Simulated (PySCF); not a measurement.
# OH⁺: from constants to spectrum

UHF-CCSD(T) constants of OH⁺, ³Σ⁻ (triplet), unpaired electrons π ↑↑ (PySCF, no relativity, basis sets H def2-TZVPPD, O def2-TZVPPD; masses 1.0078 and 15.9949 u):

| Quantity | Value |
| --- | --- |
| ωe | 3113.1 cm⁻¹ |
| ωexe | 81.0 cm⁻¹ |
| Be | 16.77 cm⁻¹ |
| αe | 0.747 cm⁻¹ |
| D (centrifugal) | 0.00195 cm⁻¹ |
| De to H⁺ + O | 5.27 eV |

Problem. Give the vibrational terms G(v) and spacings up to v = 4.

Solution. G(v) = ωe(v+½) − ωexe(v+½)².

```csv
v,G(v) (cm⁻¹),G(v) − G(v−1),Bv (cm⁻¹)
0,1536,,16.40
1,4487,2951,15.65
2,7276,2789,14.90
3,9904,2627,14.16
4,12369,2465,13.41
```

Problem. How well does the Morse estimate ωe²/(4ωexe) reproduce De, and what is D0?

Solution. It gives 3.71 eV, 70 % of the computed De. D0 = De − G(0) = 5.27 − 0.19 = 5.08 eV.

Correlated steps freeze 1 core orbital. For an ion De counts to the pair picked by the measured ionisation energies or electron affinities, which need not be the lowest pair at this level. The state is the lowest determinant that a PBE0 search found; another state may lie lower at other levels.
